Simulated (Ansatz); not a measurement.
A nudged elastic band was laid between two geometries of H3N + H4OSi (10 atoms, charge 0, multiplicity 1).

Computed with Ansatz, RKS B3LYP/6-31G*.

- movable images: 7
- climbing image: yes
- spring: 5.0 eV/Å²
- optimiser: quadratic models (default)
- start path: through a guess of the saddle point
- force threshold: 0.05 eV/Å
- iteration limit: 60
- end points: relaxed

Image 0:

```xyz
10
Properties=species:S:1:pos:R:3
Si -0.122 0.033 0.102
O -0.364 -0.006 1.776
H -0.975 0.700 2.031
H 1.231 0.433 -0.364
H -0.987 1.208 -0.294
H -0.695 -1.092 -0.681
N 1.261 -1.924 0.968
H 0.967 -2.852 0.669
H 2.269 -1.864 0.840
H 1.063 -1.839 1.962
```

Image 8:

```xyz
10
Properties=species:S:1:pos:R:3
Si 0.432 -0.339 -0.524
O -0.504 -0.261 2.859
H -1.331 -0.762 2.813
H 0.986 -0.509 -1.903
H 0.665 1.061 -0.099
H -1.018 -0.656 -0.578
N 1.149 -1.390 0.693
H 1.054 -2.390 0.535
H 2.115 -1.192 0.940
H 0.102 -0.762 2.273
```

**Question.** What changes between the two ends?

**Answer.** Bonds broken: Si1–O2, N7–H10. Bonds formed: Si1–N7, O2–H10. H3N + H4OSi becomes H2O + H5NSi.

**Question.** Give the energies along the band, and the barrier.

**Answer.** The run converged. The highest image is number 4 of 0 to 8, 1.43 eV above the first end and 1.01 eV above the last; the last end lies 0.42 eV above the first. The profile has 2 maxima (images 1, 4) with wells between them (image 3): this band takes more than one step, which may be the mechanism or a detour left from its start path. A structure lower than the first end lies on the path between it and the top, so the climb from that side starts below the end, which may itself be a saddle point or a shallow side well. Neighbouring images differ by up to 1.4 eV, so the band resolves the path poorly. A vibrational analysis at the climbing image gives one clearly imaginary mode, 1080i cm⁻¹: a first-order saddle point. The orbitals stay closed-shell, which can raise the energy where a bond breaks towards radicals; this wasn't checked here.

| image | path coordinate (Å) | energy (eV) | Si1–O2 (Å) | N7–H10 (Å) | Si1–N7 (Å) |
| --- | --- | --- | --- | --- | --- |
| 0 | 0.00 | 0.00 | 1.69 | 1.02 | 2.55 |
| 1 | 2.43 | 0.07 | 1.68 | 1.02 | 3.82 |
| 2 | 4.85 | 0.06 | 1.68 | 1.02 | 3.74 |
| 3 | 7.28 | -0.01 | 1.69 | 1.02 | 2.49 |
| 4 | 9.71 | 1.43 | 2.04 | 1.22 | 1.92 |
| 5 | 10.19 | 0.90 | 2.38 | 1.61 | 1.83 |
| 6 | 10.68 | 0.54 | 2.85 | 1.86 | 1.78 |
| 7 | 11.17 | 0.43 | 3.28 | 2.00 | 1.76 |
| 8 | 11.66 | 0.42 | 3.51 | 2.00 | 1.76 |

**Question.** What is the geometry of the highest image?

**Answer.** 
```xyz
10
Properties=species:S:1:pos:R:3
Si 0.144 -0.244 -0.014
O -0.450 -0.213 1.939
H -1.326 -0.607 2.068
H 0.807 -0.550 -1.349
H 0.490 1.192 0.126
H -1.240 -0.685 -0.362
N 1.258 -1.442 0.990
H 1.234 -2.410 0.673
H 2.234 -1.153 1.061
H 0.499 -1.089 1.879
```

Run time: 8.8 min on 1 thread of Arm Neoverse V1, with other jobs on the host, peak memory 0.12 GiB.
